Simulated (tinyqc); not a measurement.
Stretching all distances: RHF, UHF, MP2, CISD and CCSD against full CI in the sto-3g basis, for LiH, spin multiplicity 1. Computed by the program tinyqc with PySCF. Command: `OMP_NUM_THREADS=1 python tinyqc.py 110085 110086 out.jsonl`; one thread of a shared host (Intel(R) Xeon(R) Processor @ 2.60GHz), about 8 s.

Geometry (angstrom):
```
atom       x       y       z
Li    0.0000  0.0000  0.0000
H     0.0000  0.0000  1.3960
```

All coordinates are multiplied by the scale. c0^2 is the weight of the RHF determinant in the lowest singlet FCI state (UHF is spin-contaminated and may lie near states of higher spin) and n(LUMO) the first natural occupation beyond the occupied space.

Full CI energy (hartree) and errors against it (kcal/mol):
```
scale  distance 1-2 (angstrom)    E(FCI)     RHF     UHF     MP2   CISD      CCSD  <S^2> UHF   c0^2  n(LUMO)
0.960                    1.340  -7.87364  10.941  10.941   3.758  0.006  4.85e-03      0.000  0.981    0.031
1.100                    1.536  -7.88274  12.224  12.224   4.424  0.008     0.006      0.000  0.976    0.039
1.230                    1.717  -7.87872  14.206  14.206   5.451  0.010     0.008      0.000  0.969    0.052
1.370                    1.913  -7.86738  17.248  17.248   7.057  0.012     0.010      0.000  0.956    0.074
1.510                    2.108  -7.85285  21.331  20.613   9.265  0.016     0.013      0.245  0.936    0.107
1.650                    2.303  -7.83775  26.583  19.389  12.160  0.022     0.018      0.592  0.906    0.157
1.780                    2.485  -7.82473  32.610  16.086  15.504  0.029     0.025      0.752  0.868    0.220
1.920                    2.680  -7.81280  40.353  12.093  19.743  0.039     0.034      0.848  0.815    0.306
2.060                    2.876  -7.80346  49.207   8.578  24.365  0.049     0.044      0.905  0.756    0.405
```

UHF parts from RHF first at scale 1.51 of those listed, where <S^2> leaves zero. The weight c0^2 goes from 0.98 to 0.76 and n(LUMO) from 0.03 to 0.40: static correlation grows as the bonds break into open-shell fragments. The spread of the error along the curve, which distorts its shape, is CCSD 0.0, CISD 0.0, UHF 12.0, MP2 20.6, RHF 38.3 kcal/mol.
